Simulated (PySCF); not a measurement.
Gas-phase reaction: 6 NO = 3 N₂ + 2 O₃

Method: PySCF energies plus ideal-gas RRHO corrections (1 bar). Table values come from the NASA 1993 polynomials. After a fit of one offset per element over all species, the range-separated, M06-2X, PBE0/def2-QZVP and CCSD(T)/def2-TZVPP enthalpies, where run, lie to one side of the table for O₃ (+19 kJ/mol): a fault of the table's entry, another state or a shared error of the levels is possible; this was not checked at source. † marks an energy on the PBE0/def2-TZVP geometry and frequencies; other levels use their own. CCSD(T) freezes the core. 6-31G* has spherical d functions here. Open shells (unrestricted): NO (multiplicity 2, electronic degeneracy 4); the rest are closed-shell singlets. Spin-orbit splitting is ignored; it lowers the true energy and changes the entropy of NO. B3LYP is the form with VWN-RPA correlation. CCSD(T) isn't extrapolated to the basis-set limit; its ΔH°(298 K) is -138.1 kJ in def2-SVP and -213.8 kJ in def2-TZVPP. The harmonic model lacks anharmonicity and excited electronic states, which grow with temperature; levels with a mode under 35 cm⁻¹ are left out. Strong static correlation: O₃. Warning, large T1 diagnostic: O₃ (CCSD(T)/def2-SVP†).

```
level               ΔH°(298 K), kJ  minus table  ΔG°(1800 K), kJ
------------------  --------------  -----------  ---------------
table                       -264.0            -            116.6
B3LYP/6-31G*                -134.8        129.2            255.2
B3LYP/def2-TZVP†            -151.0        113.0            242.0
BLYP/def2-TZVP†             -235.5         28.5            157.5
CCSD(T)/def2-SVP†           -138.1        125.9            254.9
M06-2X/def2-TZVP†           -129.4        134.6            263.6
PBE/def2-TZVP†              -266.1         -2.1            126.9
PBE0/def2-SVP†               -89.8        174.2            303.2
LDA/def2-TZVP†              -380.1       -116.1             12.9
ωB97M-V/def2-TZVP†          -162.2        101.8            230.8
ωB97X-V/def2-TZVP†          -122.1        141.9            270.9
```
